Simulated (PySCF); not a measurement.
## Excitation energies in several basis sets

Species: ozone, O₃.
Atom-mapped SMILES: `[O:1]=[O+:2][O-:3]`

TDDFT with PBE0 (PySCF), vertical singlets, core orbitals frozen in the response, spherical d and f functions. Isolated species at its PBE0-D3(BJ)/def2-SVP geometry, gas phase.

```
      basis  functions  diffuse  S1 (eV)  S2 (eV)  S3 (eV)  S4 (eV)  S5 (eV)  LUMO (eV)  α (au)
     6-31G*         42       no     2.19     2.54     5.90     9.68     9.79      -4.46    12.5
   def2-SVP         42       no     2.15     2.51     5.93     9.64     9.64      -4.65    12.1
    6-31+G*         54      yes     2.22     2.54     5.68     9.62     9.74      -4.94    16.3
  def2-SVPD         69      yes     2.19     2.53     5.69     9.59     9.63      -5.07    18.0
aug-cc-pVDZ         69      yes     2.24     2.54     5.66     9.64     9.69      -4.89    17.6
  def2-TZVP         93       no     2.22     2.55     5.73     9.61     9.72      -4.77    15.2
 def2-TZVPD        120      yes     2.23     2.55     5.65     9.55     9.60      -4.85    18.3
aug-cc-pVTZ        138      yes     2.24     2.56     5.65     9.61     9.67      -4.85    18.1
```

**Question.** Compare the sets with the largest diffuse one.

**Answer.** States are compared by their number. Against the largest diffuse basis here (aug-cc-pVTZ, itself not a converged limit), sets without diffuse functions differ by up to 0.09 eV in S1 and 0.12 eV in S5; the smaller diffuse sets differ by up to 0.05 and 0.08 eV. State by state, the largest deviation of a set without diffuse functions is S1 0.09, S2 0.05, S3 0.28, S4 0.07, S5 0.12 eV. The same number needn't mean the same state in each row. Against aug-cc-pVTZ the polarisability deviates by -31% in 6-31G*, -33% in def2-SVP, -10% in 6-31+G*, -1% in def2-SVPD, -3% in aug-cc-pVDZ, -16% in def2-TZVP, +1% in def2-TZVPD.
